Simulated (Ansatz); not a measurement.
`CCC(C)CO`. Total charge 0; spin multiplicity 1.

```xyz
18

C     0.453   -1.383   -1.611
C     0.151    0.000   -1.061
C    -0.200    0.023    0.423
C     0.980   -0.343    1.310
C    -0.744    1.385    0.834
O    -1.906    1.773    0.133
H     1.327   -1.834   -1.134
H    -0.393   -2.060   -1.457
H     0.652   -1.345   -2.684
H    -0.681    0.441   -1.618
H     1.012    0.661   -1.225
H    -1.000   -0.714    0.595
H     0.705   -0.326    2.367
H     1.803    0.365    1.168
H     1.361   -1.341    1.085
H    -0.920    1.397    1.919
H     0.002    2.157    0.620
H    -2.603    1.144    0.337
```

Problem. Give the diagnostics of a CCSD(T)/def2-TZVPP run (frozen core, the Gaussian-basis code of Ansatz). (Best estimate.)

Solution. Computed: T1 = 0.0092, largest single amplitude 0.007, largest double 0.009, (T) share of the correlation energy 3.7 %, 8 CCSD cycles. The RHF solution is stable towards an unrestricted one. T1 lies under the customary mark of 0.02 for closed shells.
